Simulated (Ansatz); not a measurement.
# AlH₄ (doublet): wave-function methods side by side at distance Al1–H4 along a hydrogen transfer = 1.586 Å, 6-31G

Aim: climb from Hartree-Fock through coupled cluster and multireference methods for AlH₄ (doublet) at one geometry and basis, and see what each rung misses.

The runs use Ansatz 0.2.0, Gaussian basis; 6-31G, core rule «outside noble gas», up to 5 orbitals frozen.

To be run: UHF; CCSD(T) on ROHF; CCSD(T) on UHF; BCCD(T) on ROHF; CISD; CCSDT(Q) on ROHF; CCSDT(Q) on UHF; CISDTQ; CCSDTQ on ROHF; CCSDTQ on UHF; CASSCF and MRCISD+Q, 3 electrons in 3 orbitals; CASSCF and NEVPT2, 3 electrons in 3 orbitals; CASSCF and MRCISD+Q, 7 electrons in 8 orbitals; CASSCF and NEVPT2, 7 electrons in 8 orbitals; Full CI.

10 further runs of the same task are left out: 1 for a mislabelled method, 7 that didn't finish, 2 set aside as unsound or not needed.

## Step 1: What is computed

The geometry derives from fragments relaxed apart (PBE0/def2-TZVP) and kept rigid, so it is no stationary point. A hydrogen atom is moved between rigid fragments.

5 atoms, charge 0, spin multiplicity 2.

Atoms are counted from 1 here; the program's logs count them from 0.

Bond lengths: Al1–H2 1.586 Å, Al1–H3 1.586 Å, Al1–H4 1.586 Å. Angles: H2–Al1–H3 120.0°, H2–Al1–H4 120.0°, H3–Al1–H4 120.0°.

Geometry (Å):

```xyz
5
AlH4
Al   -0.0857    0.0000    0.0000
H    -0.8787    1.3734    0.0000
H    -0.8787   -1.3734    0.0000
H     1.5001    0.0000    0.0000
H     2.5523    0.0000    0.0000
```

## Step 2: UHF

in.yaml reads:

```yaml
crystal:
  periodic: [false, false, false]
  atoms:
    - {symbol: Al, position_ang: [-0.085736, 0.000000, 0.000000]}
    - {symbol: H, position_ang: [-0.878659, 1.373384, 0.000000]}
    - {symbol: H, position_ang: [-0.878659, -1.373384, 0.000000]}
    - {symbol: H, position_ang: [1.500112, 0.000000, 0.000000]}
    - {symbol: H, position_ang: [2.552264, 0.000000, 0.000000]}
basis:
  gaussian: {orbitals: 6-31G}
magnetization: {spin_polarized: true, initial_magnetization: 1}
hamiltonian: {xc: hf}
output: {orbitals: {seedname: orbitals}}
```

Run with:

```
$ ansatz run in.yaml --threads 1 --pin off --events-out ev --progress --plain --max-ram 2393MiB
```

After this run come: CCSD(T) on ROHF; CCSD(T) on UHF; BCCD(T) on ROHF; CISD; CCSDT(Q) on ROHF; CCSDT(Q) on UHF; CISDTQ; CCSDTQ on ROHF; CCSDTQ on UHF; CASSCF and MRCISD+Q, 3 electrons in 3 orbitals; CASSCF and NEVPT2, 3 electrons in 3 orbitals; CASSCF and MRCISD+Q, 7 electrons in 8 orbitals; CASSCF and NEVPT2, 7 electrons in 8 orbitals; Full CI.

Q: Predict the results of all the runs planned. Wanted: FCI below the RHF energy; RMP2 from FCI; UMP2 from FCI; RCCSD from FCI; RCCSD(T) from FCI; UCCSD(T) from FCI; RCCSDT(Q) from FCI; UCCSDT(Q) from FCI; NEVPT2 pair from FCI.

**Answer**, as computed:

| quantity | value |
| --- | --- |
| FCI below the RHF energy | -1.9332 eV |
| RMP2 from FCI | +598.6 meV |
| UMP2 from FCI | +579.8 meV |
| RCCSD from FCI | +34.4 meV |
| RCCSD(T) from FCI | +12.5 meV |
| UCCSD(T) from FCI | +12.3 meV |
| RCCSDT(Q) from FCI | +0.5 meV |
| UCCSDT(Q) from FCI | +0.4 meV |
| NEVPT2 pair from FCI | +452.1 meV |
| NEVPT2 valence from FCI | +145.9 meV |
| MRCISD+Q valence from FCI | +10.6 meV |
| levels within 1 kcal/mol (43 meV) | RCCSD, UCCSD, RCCSD(T), UCCSD(T), BCCD(T), RCCSDT, UCCSDT, CISDTQ, RCCSDT(Q), UCCSDT(Q), RCCSDTQ, UCCSDTQ, MRCISD valence, MRCISD+Q valence |
| T1 diagnostic | 0.027 |
| effectively unpaired electrons | 1.02 |

What this shows: RCCSD(T) misses by +12.5 meV, 0.6 % of the correlation energy. One determinant dominates. Of the multireference levels listed MRCISD+Q valence comes nearest in total energy (+10.6 meV), which doesn't show that its space is the better one. These misses are within one basis, not against nature; the frozen cores of restricted and unrestricted runs differ, which can shift their rows.
